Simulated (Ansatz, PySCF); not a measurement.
Scan of CF4, singlet: flattening of a tetrahedron along the D2d path, bond length relaxed. Scanned: the two opposite F-C-F angles (109.47 = tetrahedral, 180 = square planar). Other coordinates (C-F bond length) were minimised at PBE0/def2-TZVP.

Cartesian coordinates as functions of the variables (Å; names that start with a are angles):
```
C  0  0  0
F  r*sin(a/2)  0  r*cos(a/2)
F  -r*sin(a/2)  0  r*cos(a/2)
F  0  r*sin(a/2)  -r*cos(a/2)
F  0  -r*sin(a/2)  -r*cos(a/2)
```

- RHF/def2-TZVP, density fitting (PySCF)
- RKS-B3LYP/6-31G* = restricted B3LYP/6-31G*, spherical d run with PySCF
- CAM-B3LYP/def2-TZVP, density fitting (PySCF)
- RHF/aug-cc-pVTZ (Ansatz, a program for electronic structure)
- RKS-M06-2X/6-31G* = restricted M06-2X/6-31G*, spherical d in PySCF
- CCSD(T)/aug-cc-pVTZ = CCSD(T) on RHF/aug-cc-pVTZ, frozen core (Ansatz)

Energies in kcal/mol, each method relative to its own lowest point.

| a / ° | RHF | RKS-B3LYP/6-31G* | CAM-B3LYP | RHF/aug-cc-pVTZ | RKS-M06-2X/6-31G* | CCSD(T)/aug-cc-pVTZ |
|---|---|---|---|---|---|---|
| 90 | 45.8 | 38.1 | 39.0 | 45.7 | 39.7 | 39.2 |
| 96.50 | 18.7 | 15.5 | 15.9 | 18.7 | 16.1 | 16.0 |
| 101.50 | 6.6 | 5.5 | 5.7 | 6.6 | 5.7 | 5.7 |
| 106.34 | 1.0 | 0.8 | 0.8 | 1.0 | 0.8 | 0.8 |
| 109.47 | 0.0 | 0.0 | 0.0 | 0.0 | 0.0 | 0.0 |
| 116.50 | 4.3 | 3.6 | 3.7 | 4.3 | 3.7 | 3.7 |
| 123 | 14.9 | 12.2 | 12.5 | 14.9 | 12.8 | 12.6 |
| 133 | 40.1 | 32.8 | 33.4 | 40.0 | 34.3 | 33.8 |
| 143 | 72.0 | 58.4 | 59.4 | 71.8 | 61.4 | 60.2 |
| 153 | 105.5 | 84.7 | 86.2 | 105.3 | 89.6 | 87.7 |
| 163 | 135.4 | 107.2 | 109.4 | 135.1 | 114.4 | 111.5 |
| 173 | 155.2 | 121.5 | 124.1 | 154.8 | 130.4 | 126.9 |
| 180 | 159.7 | 124.6 | 127.4 | 159.3 | 134.0 | 130.3 |
